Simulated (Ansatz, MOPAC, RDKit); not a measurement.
System: chloroform, CHCl3, net charge 0, singlet state. SMILES: ClC(Cl)Cl

Atoms: C1, H2, Cl3, Cl4, Cl5. Bonds: C1-H2, C1-Cl3, C1-Cl4, C1-Cl5.

Bond lengths (Å) and angles (degrees) optimised at MMFF94 with RDKit; PM6 with MOPAC; HF/STO-3G with Ansatz (a program for electronic structure), each started from the B3LYP-D3(BJ)/def2-TZVP structure (Ansatz) of the last column. A row stands for all coordinates that are equal there. No wavenumbers were computed at MMFF94, HF/STO-3G, so these may be saddle points.

```csv
coordinate,MMFF94,PM6,HF/STO-3G,B3LYP-D3(BJ)/def2-TZVP
C1-H2,1.093,1.119,1.098,1.082
C1-Cl3,1.772,1.757,1.808,1.776
Cl3-C1-Cl4,110.6,108.6,111.1,111.2
H2-C1-Cl3,108.3,110.3,107.8,107.7
```

Mean signed difference of all 4 bond lengths from B3LYP-D3(BJ)/def2-TZVP: MMFF94 0.000 Å, PM6 -0.005 Å, HF/STO-3G 0.028 Å.
